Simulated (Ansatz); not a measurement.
bcc W was calculated with PBEsol in Ansatz (plane waves, PAW).

Settings: plane-wave cutoff 500 eV, 18×8×1 k mesh (along the axes of the cell as run), Fermi–Dirac smearing 0.1 eV, scalar-relativistic PAW data made under PBE.

Task: Predict the surface energy of the (210) face and work function of the (210) face.

Result: 
- surface energy of the (210) face: 4.07 J/m²
- work function of the (210) face: 4.39 eV

The slab of 20 atoms is relaxed and unreconstructed.

Spin–orbit coupling is not included.

Static lattice: no zero-point or thermal effects.

Ansatz is a quantum-chemistry and plane-wave program.
